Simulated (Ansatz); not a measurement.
A run of Ansatz (development build ahead of 0.2.0) on singlet NO2(-) at this shape:

```xyz
3

N     0.0191    0.0224   -0.4971
O    -0.0070    1.1057    0.2215
O    -0.0130   -1.0765    0.1540
```

Its results:

```yaml
Converged: yes
Reference_energy: -204.14063 hartree
Correlation_energy: -0.69220 hartree
Total_energy: -204.83283 hartree
Spin_squared_of_the_determinant: 0.000
```

Question: Which input gives this output? Name the method, the orbitals and the basis set, and write the input.

Answer: RHF-MP2 in cc-pVTZ. An unrestricted run that stays on the closed shell gives the same numbers.

```yaml
crystal:
  periodic: [false, false, false]
  atoms:
    - { symbol: "N", position_ang: [0.01907, 0.0224, -0.49707] }
    - { symbol: O, position_ang: [-0.00702, 1.10566, 0.22154] }
    - { symbol: O, position_ang: [-0.01296, -1.07646, 0.15396] }
basis:
  gaussian: { orbitals: cc-pVTZ }
total_charge: -1
hamiltonian:
  xc: hf
correlation:
  method: mp2
  frozen_orbitals: { "N": 1, O: 1 }
```

Caution: no diffuse functions for an anion.
